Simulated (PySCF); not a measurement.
Molecule: diethyl ketone, C$_{5}$H$_{10}$O.

Bonds (- single, = double, # triple, : aromatic): C1-C2, C2-C3, C3=O4, C3-C5, C5-C6. C1 carries H7, H8, H9; C2 carries H10, H11; C5 carries H12, H13; C6 carries H14, H15, H16.

Geometry PBE0-D3(BJ)/def2-SVP throughout; GIAO in PySCF 2.14, gas phase, one conformer, non-relativistic; equivalent atoms averaged; functional PBE0.

Task: How do the absolute shieldings σ depend on the basis set? (ppm; last column core-seconds on shared hosts with different chips, so compare them loosely)

Result: 
| basis set | functions | C3 | C2/C5 | C1/C6 | O4 | H10/H11/H12/H13 | H7/H8/H9/H14/H15/H16 | core-s |
| --- | --- | --- | --- | --- | --- | --- | --- | --- |
| STO-3G | 40 | 97.4 | 201.5 | 217.0 | -277.7 | 30.60 | 31.55 | 6.9 |
| 6-31G | 74 | -3.9 | 163.4 | 190.1 | -313.7 | 30.13 | 31.46 | 14 |
| pcSseg-0 | 74 | -31.8 | 154.5 | 183.1 | -400.5 | 30.42 | 31.58 | 5.4 |
| 6-31G* | 104 | -3.2 | 159.8 | 184.9 | -266.5 | 29.69 | 30.96 | 17 |
| def2-SVP | 134 | -10.7 | 159.0 | 185.3 | -281.1 | 29.23 | 30.49 | 21 |
| cc-pVDZ | 134 | -8.2 | 159.9 | 187.0 | -276.1 | 29.11 | 30.39 | 12 |
| pcSseg-1 | 152 | -29.1 | 147.2 | 175.7 | -325.1 | 29.04 | 30.24 | 20 |
| 6-311+G(2d,p) | 222 | -26.4 | 149.5 | 178.6 | -300.3 | 29.10 | 30.57 | 48 |
| aug-cc-pVDZ | 228 | -13.0 | 158.6 | 186.5 | -260.5 | 28.94 | 30.37 | 26 |
| def2-TZVP | 246 | -27.9 | 148.9 | 178.1 | -305.0 | 29.07 | 30.54 | 52 |
| IGLO-III | 310 | -35.7 | 145.5 | 175.3 | -316.7 | 28.94 | 30.41 | 40 |
| cc-pVTZ | 320 | -25.2 | 150.0 | 178.9 | -301.8 | 28.90 | 30.33 | 43 |

Task: Which nucleus moves most, in ppm?

Result: O4 (ketone oxygen): from -400.5 ppm with pcSseg-0 to -260.5 ppm with aug-cc-pVDZ. The smallest spread is 1.34 ppm, at H7/H8/H9/H14/H15/H16. Proton shifts span only some 12 ppm, so a few tenths of a ppm matter as much there as several ppm in carbon.

Task: Taking the largest basis, cc-pVTZ (320 functions), as the yardstick, rank the others by their worst heavy-atom deviation.

Result: 6-311+G(2d,p) 1.5 ppm (222 functions), def2-TZVP 3.3 ppm (246 functions), IGLO-III 14.9 ppm (310 functions), def2-SVP 20.7 ppm (134 functions), 6-31G 21.4 ppm (74 functions), pcSseg-1 23.3 ppm (152 functions), cc-pVDZ 25.7 ppm (134 functions), 6-31G* 35.3 ppm (104 functions), aug-cc-pVDZ 41.2 ppm (228 functions), pcSseg-0 98.7 ppm (74 functions), STO-3G 122.6 ppm (40 functions).

A small basis that lands close on one nucleus may do so by chance; judge by the trend and by all nuclei.
